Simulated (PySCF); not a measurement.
First SCF of a structure search on singlet CS₂, at a hand-made linear geometry. PySCF input:

```python
from pyscf import gto, scf, dft
mol = gto.M(atom='''
C      0.000000     0.000000     0.000000
S      0.000000     0.000000     1.610000
S      0.000000     0.000000    -1.610000''',
    basis={'C': 'def2-TZVP', 'S': 'def2-TZVP'},
    charge=0, spin=0)
mf = dft.RKS(mol, xc='PBE0')
mf.grids.atom_grid = (50, 194)
aux = {'C': 'def2-universal-JKFIT', 'S': 'def2-universal-JKFIT'}
mf = mf.density_fit(auxbasis=aux)
mf.conv_tol = 1e-08
mf.diis_space = 10
mf.max_cycle = 60
mf.init_guess = 'minao'
mf.verbose = 4
mf.kernel()
```

Excerpt of the output (cycles and frontier levels):

```
init E= -834.455231826964
  HOMO = -0.291308688131558  LUMO = -0.106878797301507  gap/eV = 5.01859
cycle= 1 E= -834.181917261311  delta_E= 0.273  |g|= 0.258  |ddm|= 1.77
  HOMO = -0.283986638461725  LUMO = -0.106227232655147  gap/eV = 4.83708
cycle= 2 E= -834.119508542013  delta_E= 0.0624  |g|= 0.564  |ddm|= 0.432
  HOMO = -0.28540336793364  LUMO = -0.0814738837878977  gap/eV = 5.54920
cycle= 3 E= -834.198581151845  delta_E= -0.0791  |g|= 0.0378  |ddm|= 0.303
  HOMO = -0.290078968380457  LUMO = -0.0852829970377428  gap/eV = 5.57278
cycle= 4 E= -834.198879038241  delta_E= -0.000298  |g|= 0.0116  |ddm|= 0.0337
  HOMO = -0.288914021509452  LUMO = -0.0840317090503962  gap/eV = 5.57513
cycle= 5 E= -834.198914899988  delta_E= -3.59e-05  |g|= 0.00145  |ddm|= 0.0108
  HOMO = -0.289083913328737  LUMO = -0.0841434688161626  gap/eV = 5.57671
cycle= 6 E= -834.198915190369  delta_E= -2.9e-07  |g|= 0.00015  |ddm|= 0.00104
  HOMO = -0.289055963860085  LUMO = -0.0841225785352115  gap/eV = 5.57652
cycle= 7 E= -834.198915195808  delta_E= -5.44e-09  |g|= 2.64e-05  |ddm|= 0.000183
  HOMO = -0.289064404618549  LUMO = -0.084130268680328  gap/eV = 5.57654
Extra cycle  E= -834.198915195834  delta_E= -2.64e-11  |g|= 2.52e-05  |ddm|= 4.74e-05
converged SCF energy = -834.198915195834
```

No lower solution of this spin was found by a stability analysis within the restricted form, which does not test spin polarisation.

The search for the lowest solution, with the stability check, took 1.7 s on 4 threads of a shared Intel Xeon 6975P-C (Granite Rapids) host, with 105 basis functions; the process peaked at 0.33 GiB. Launch command: `OMP_NUM_THREADS=4 python axn.py task.json out`.
